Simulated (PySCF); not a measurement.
SiO, optimised at GFN2-xTB:

```xyz
2

Si     0.0037    -0.5561     0.5097
O     -0.0037     0.5561    -0.5097
```

Energies from PySCF (xtb for GFN2), thermal terms from the rigid-rotor harmonic-oscillator model, ideal gas at 1 bar. 6-31G* has spherical d functions here. All species are closed-shell singlets. B3LYP is the form with VWN-RPA correlation.

Task: List the harmonic frequencies (cm⁻¹, unscaled) at this level and at the other levels, each on its own geometry.

Result: 
- GFN2-xTB: 1377
- B3LYP/6-31G*: 1244
- HF/6-31G*: 1404
- PBE/def2-SVP: 1181
- PBE0/def2-TZVP: 1275
